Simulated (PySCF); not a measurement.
Compound: C4H7N.
Z-matrix (Å and degrees, PBE0-D3(BJ)/def2-SVP geometry), rows numbered from 1:
```
N 
C   1  1.4255
C   2  1.5064  1  121.68
C   3  1.4878  2   98.42  1  -154.12
C   2  1.4869  1  118.24  3   -70.03
H   1  1.0170  2  110.73  3   -89.93
H   1  1.0180  2  111.12  3    29.28
H   2  1.1026  1  112.06  3   147.41
H   3  1.0900  2  129.68  5   119.50
H   4  1.0950  3  116.67  5   106.41
H   4  1.1012  3  119.75  5  -109.14
H   5  1.0898  2  129.48  3  -121.09
```

All values: wB97X-D/def2-SVPD (PySCF, non-relativistic), on one gas-phase PBE0-D3(BJ)/def2-SVP geometry that isn't relaxed in the solvent. The solvent is an IEF-PCM continuum (Bondi radii, 1.10 Å for H, scaled by 1.2). The model holds no explicit solvent molecules, cavitation or dispersion.

Gas phase at wB97X-D/def2-SVPD: HOMO -8.67 eV, LUMO 2.60 eV, dipole 1.52 D.

Q: What does the continuum do to the energy, the frontier levels and the dipole at wB97X-D/def2-SVPD in chloroform and dichloromethane?

A: 
```csv
solvent,ε,E(solvent) − E(gas) (kcal/mol),polarisation term (kcal/mol),distortion of the solute (kcal/mol),HOMO (eV),LUMO (eV),dipole (D)
chloroform,4.711,-3.46,-3.84,0.38,-8.68,2.78,1.89
dichloromethane,8.93,-4.21,-4.79,0.58,-8.69,2.81,1.99
```

Polarisation term: ½ Σ q·V over the induced surface charges. Distortion: the rise of the solute's own energy as its density leaves the gas-phase optimum. From chloroform to dichloromethane the lowering changes by a factor 1.22, Onsager's factor (ε − 1)/(2ε + 1) by 1.18 and ε itself by 1.9.

Q: Which radius a makes the point-dipole formula ΔE = −[(ε − 1)/(2ε + 1)]·μ²/a³ give the value in dichloromethane, with the gas-phase dipole?

A: μ = 0.598 au and |ΔE| = 0.00670 Eh give a = 1.49 Å; the farthest nucleus lies 2.62 Å from the centroid of the nuclei, so such a sphere wouldn't even hold the nuclei. The formula assumes a rigid point dipole at the centre of a sphere.

Q: How does the static polarisability (wB97X-D/def2-SVPD, frozen core, with the continuum's full static response) change?

A: 
```tsv
medium	isotropic (au)	principal values (au)	⟨r²⟩ of the electrons (bohr²)
gas	52.9	48.4, 48.6, 61.7	390.1
chloroform	65.3	60.3, 61.2, 74.4	389.9
dichloromethane	68.2	63.3, 64.4, 77.0	389.9
```

The isotropic value in dichloromethane is 1.29 times the gas-phase one; no cavity-field correction is applied. ⟨r²⟩ is taken about the centre of nuclear charge.

The pairwise dispersion term of wB97X-D wasn't added to the energies; at a given geometry it leaves orbitals and properties as they are.
